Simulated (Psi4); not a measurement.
Psi4 input (wB97X-D/6-311+G**):

```
memory 1500 MB

molecule {
0 3
O    -0.00000000   -0.00000000   -0.60212663
O     0.00000000    0.00000000    0.60212663
symmetry c1
no_reorient
no_com
}

set {
  basis 6-311+G**
  reference uks
  scf_type pk
  dft_radial_points 99
  dft_spherical_points 590
  e_convergence 1e-8
  d_convergence 1e-7
  maxiter 150
}

e = energy('wb97x-d')
print_out(f'\nFINAL {e:.10f} DIPOLE {variable("CURRENT DIPOLE")[0]:.6f} {variable("CURRENT DIPOLE")[1]:.6f} {variable("CURRENT DIPOLE")[2]:.6f}\n')
```

Output:

```
   => Loading Basis Set <=

    Name: 6-311+G**
    Role: ORBITAL
    Keyword: BASIS
    atoms 1-2 entry O          line   171 file 6-311pgss.gbs

   => WB97X-D: Empirical Dispersion <=

    Chai and Head-Gordon Dispersion Correction
    Chai, J.-D.; Head-Gordon, M. (2010), J. Chem. Phys., 132: 6615-6620

        s6 =       1.000000

         ---------------------------------------------------------
                                   SCF
               by Justin Turney, Rob Parrish, Andy Simmonett
                          and Daniel G. A. Smith
                              UKS Reference
         ---------------------------------------------------------

  ==> Geometry <==

    Molecular point group: c1
    Full point group: D_inf_h

    Geometry (in Angstrom), charge = 0, multiplicity = 3:

       Center              X                  Y                   Z               Mass
    ------------   -----------------  -----------------  -----------------  -----------------
         O            0.000000000000     0.000000000000    -0.602126630000    15.994914619570
         O            0.000000000000     0.000000000000     0.602126630000    15.994914619570

  Running in c1 symmetry.

  Rotational constants: A = ************  B =      1.45348  C =      1.45348 [cm^-1]
  Rotational constants: A = ************  B =  43574.21857  C =  43574.21857 [MHz]
  Nuclear repulsion =   28.123105502641529

  Charge       = 0
  Multiplicity = 3
  Electrons    = 16
  Nalpha       = 9
  Nbeta        = 7

  ==> Algorithm <==

  SCF Algorithm Type is PK.
  DIIS enabled.
  MOM disabled.
  Fractional occupation disabled.
  Guess Type is SAD.
  Energy threshold   = 1.00e-08
  Density threshold  = 1.00e-07
  Integral threshold = 1.00e-12

  ==> Primary Basis <==

  Basis Set: 6-311+G**
    Blend: 6-311+G**
    Number of shells: 20
    Number of basis functions: 44
    Number of Cartesian functions: 46
    Spherical Harmonics?: true
    Max angular momentum: 2

  ==> DFT Potential <==

   => LibXC <=

    Version 7.1.2
    S. Lehtola, C. Steigemann, M. J. T. Oliveira, and M. A. L. Marques,  SoftwareX 7, 1–5 (2018) (10.1016/j.softx.2017.11.002)

   => Composite Functional: WB97X-D <=

    wB97X-D Hyb-GGA Exchange-Correlation Functional

    J.-D. Chai and M. Head-Gordon,  Phys. Chem. Chem. Phys. 10, 6615–6620 (2008) (10.1039/B810189B)

    Deriv               =              1
    GGA                 =           TRUE
    Meta                =          FALSE

    Exchange Hybrid     =           TRUE
    MP2 Hybrid          =          FALSE

   => Exchange-Correlation Functionals <=

    1.0000   wB97X-D range-separated functional

   => Exact (HF) Exchange <=

    0.7780            HF,LR [omega = 0.2000]
    0.2220               HF

   => LibXC Density Thresholds  <==

    XC_HYB_GGA_XC_WB97X_D:  1.00E-14

   => Molecular Quadrature <=

    Radial Scheme          =       TREUTLER
    Pruning Scheme         =           NONE
    Nuclear Scheme         =       TREUTLER

    Blocking Scheme        =         OCTREE
    BS radius alpha        =              1
    Pruning alpha          =              1
    Radial Points          =             99
    Spherical Points       =            590
    Total Points           =         114118
    Total Blocks           =            932
    Max Points             =            256
    Max Functions          =             44
    Weights Tolerance      =       1.00E-15

  ==> Integral Setup <==

  Using in-core PK algorithm.
   Calculation information:
      Number of atoms:                   2
      Number of AO shells:              20
      Number of primitives:             38
      Number of atomic orbitals:        46
      Number of basis functions:        44

      Integral cutoff                 1.00e-12
      Number of threads:                 1

  Performing in-core PK
  Using 1471635 doubles for integral storage.
  We computed 22148 shell quartets total.
  Whereas there are 22155 unique shell quartets.

  Computing range-separated integrals for PK
  We computed 22148 wK shell quartets total.
  Whereas there are 22155 wK unique shell quartets.

  ==> DiskJK: Disk-Based J/K Matrices <==

    J tasked:                  Yes
    K tasked:                  Yes
    wK tasked:                 Yes
    Omega:               2.000E-01
    Schwarz Cutoff:          1E-12


  Cached 100.0% of DFT collocation blocks in 0.132 [GiB].

  Minimum eigenvalue in the overlap matrix is 7.8845002499E-04.
  Reciprocal condition number of the overlap matrix is 1.7812865367E-04.
    Using symmetric orthogonalization.

  ==> Pre-Iterations <==

  SCF Guess: Superposition of Atomic Densities via on-the-fly atomic UHF (no occupation information).

   -------------------------
    Irrep   Nso     Nmo
   -------------------------
     A         44      44
   -------------------------
    Total      44      44
   -------------------------

  ==> Iterations <==

                        Total Energy        Delta E     RMS |[F,P]|

   @UKS iter SAD:  -149.81196226683088   -1.49812e+02   0.00000e+00
   @UKS iter   1:  -150.29774447847791   -4.85782e-01   5.25338e-03 DIIS/ADIIS
   @UKS iter   2:  -150.31694065649523   -1.91962e-02   1.83197e-03 DIIS/ADIIS
   @UKS iter   3:  -150.31854824285111   -1.60759e-03   3.00984e-04 DIIS/ADIIS
   @UKS iter   4:  -150.31866168086194   -1.13438e-04   1.32821e-04 DIIS/ADIIS
   @UKS iter   5:  -150.31867532403794   -1.36432e-05   1.75109e-05 DIIS
   @UKS iter   6:  -150.31867603092090   -7.06883e-07   1.21213e-06 DIIS
   @UKS iter   7:  -150.31867603449280   -3.57190e-09   1.40723e-07 DIIS
   @UKS iter   8:  -150.31867603454251   -4.97096e-11   2.23217e-08 DIIS
  Energy and wave function converged.

  ==> Post-Iterations <==

   Electrons on quadrature grid:
      Nalpha   =    9.0000000024 ; deviation = 2.394e-09
      Nbeta    =    7.0000000076 ; deviation = 7.600e-09
      Ntotal   =   16.0000000100 ; deviation = 9.994e-09

   @Spin Contamination Metric:   9.450682281E-03
   @S^2 Expected:                2.000000000E+00
   @S^2 Observed:                2.009450682E+00
   @S   Expected:                1.000000000E+00
   @S   Observed:                1.000000000E+00

    Orbital Energies [Eh]
    ---------------------

    Alpha Occupied:

       1A    -19.415793     2A    -19.415615     3A     -1.429200
       4A     -0.947879     5A     -0.668454     6A     -0.668454
       7A     -0.653080     8A     -0.406354     9A     -0.406354

    Alpha Virtual:

      10A      0.161969    11A      0.165047    12A      0.207022
      13A      0.207022    14A      0.270327    15A      0.277970
      16A      0.277970    17A      0.326990    18A      0.411434
      19A      1.002502    20A      1.002502    21A      1.020540
      22A      1.038054    23A      1.080198    24A      1.080198
      25A      1.267736    26A      1.561597    27A      2.314399
      28A      2.314399    29A      2.614193    30A      2.614194
      31A      2.883900    32A      2.883900    33A      2.942848
      34A      3.513997    35A      3.513997    36A      3.929710
      37A      4.808073    38A      4.808073    39A      4.900066
      40A      5.056730    41A      5.056730    42A      6.245763
      43A     49.746350    44A     49.872701

    Beta Occupied:

       1A    -19.388525     2A    -19.388163     3A     -1.367642
       4A     -0.853800     5A     -0.608958     6A     -0.558427
       7A     -0.558427

    Beta Virtual:

       8A     -0.044361     9A     -0.044361    10A      0.169843
      11A      0.171644    12A      0.214073    13A      0.214073
      14A      0.269591    15A      0.292387    16A      0.292387
      17A      0.372014    18A      0.415305    19A      1.032144
      20A      1.043426    21A      1.043426    22A      1.053788
      23A      1.122833    24A      1.122833    25A      1.293816
      26A      1.594628    27A      2.363901    28A      2.363901
      29A      2.698774    30A      2.698774    31A      2.979643
      32A      2.979644    33A      2.993036    34A      3.571787
      35A      3.571787    36A      3.966553    37A      4.884533
      38A      4.884533    39A      4.923826    40A      5.134360
      41A      5.134360    42A      6.283141    43A     49.773305
      44A     49.899623

    Final Occupation by Irrep:
              A
    DOCC [     7 ]
    SOCC [     2 ]
    NA   [     9 ]
    NB   [     7 ]

  @UKS Final Energy:  -150.31867603454251

   => Energetics <=

    Nuclear Repulsion Energy =             28.1231055026415291
    One-Electron Energy =                -261.9374827686073104
    Two-Electron Energy =                  95.5001559747937137
    DFT Exchange-Correlation Energy =     -12.0044537736498658
    Empirical Dispersion Energy =          -0.0000009697206011
    VV10 Nonlocal Energy =                  0.0000000000000000
    Total Energy =                       -150.3186760345425341

  UHF NO Occupations:
  HONO-2 :    7  A 1.9982482
  HONO-1 :    8  A 1.0000000
  HONO-0 :    9  A 1.0000000
  LUNO+0 :   10  A 0.0017518
  LUNO+1 :   11  A 0.0017518
  LUNO+2 :   12  A 0.0007482
  LUNO+3 :   13  A 0.0004227

Computation Completed

Properties will be evaluated at   0.000000,   0.000000,   0.000000 [a0]

Properties computed using the SCF density matrix

 Multipole Moments:

 ------------------------------------------------------------------------------------
     Multipole            Electronic (a.u.)      Nuclear  (a.u.)        Total (a.u.)
 ------------------------------------------------------------------------------------

 L = 1.  Multiply by 2.5417464519 to convert [e a0] to [Debye]
 Dipole X            :          0.0000000            0.0000000            0.0000000
 Dipole Y            :          0.0000000            0.0000000            0.0000000
 Dipole Z            :         -0.0000000            0.0000000           -0.0000000
 Magnitude           :                                                    0.0000000

 ------------------------------------------------------------------------------------

FINAL -150.3186760345 DIPOLE 0.000000 0.000000 -0.000000

*** Psi4 exiting successfully. Buy a developer a beer!
```
